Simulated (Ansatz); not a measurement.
Compare A (`C/N=C(/C)F`) with its isomer B (`NC1(F)CC1`).

Program: Ansatz. Geometries: PBE0-D4/def2-TZVP. ΔE: electronic, gas phase. CBS: MP2 limit from def2 TZ/QZ plus the TZ coupled-cluster correction, frozen cores. DFT in def2-TZVPP. B3LYP here is the variant with VWN-RPA as its local correlation; programs differ in this. Each species was taken in one conformer, which may not be the lowest.

A:

```xyz
11

C     1.382   -1.193   -0.518
N     0.075   -0.587   -0.537
C    -0.218    0.344    0.234
C    -1.523    1.043    0.306
F     0.659    0.855    1.140
H     1.268   -2.263   -0.324
H     2.070   -0.769    0.217
H     1.824   -1.100   -1.514
H    -1.387    2.109    0.112
H    -1.945    0.943    1.309
H    -2.206    0.618   -0.425
```

B:

Z-matrix (Å, degrees):
```
C
F 1 1.390
C 1 1.481 2 114.6
N 1 1.396 2 114.8 3 145.7
C 1 1.481 2 114.6 3 -68.7
H 3 1.082 1 117.7 2 146.3
H 3 1.082 1 116.9 2 0.8
H 4 1.012 1 112.0 2 61.8
H 4 1.012 1 112.0 2 -61.8
H 5 1.082 1 117.7 2 -146.3
H 5 1.082 1 116.9 2 -0.8
```

Question: Which is lower in electronic energy at CCSD(T)/CBS, and by how much? (Estimate.)

Answer: Ansatz gave: A, by 12.5 kcal/mol.

Question: Give E(B) − E(A) in kcal/mol with B3LYP-D4, B2PLYP, HF/def2-TZVPP, r2SCAN-D4, CCSD(T)/def2-TZVPP, CCSD/def2-TZVPP, PBE-D4. (Best estimate.)

Answer: Computed: B3LYP-D4 15.3, B2PLYP 14.7, HF/def2-TZVPP 15.6, r2SCAN-D4 12.9, CCSD(T)/def2-TZVPP 13.1, CCSD/def2-TZVPP 12.5, PBE-D4 12.7. None reverses the order clearly.

Largest T1 diagnostic: 0.012.

In def2-TZVPP, CCSD(T) changes the Hartree–Fock value by −2.5 kcal/mol (the triples alone add +0.6 kcal/mol) and MP2 by −4.4 kcal/mol. From PBE to PBE0 (25 % exact exchange), in def2-TZVPP and without D4, E(B) − E(A) moves by −2.6 kcal/mol.
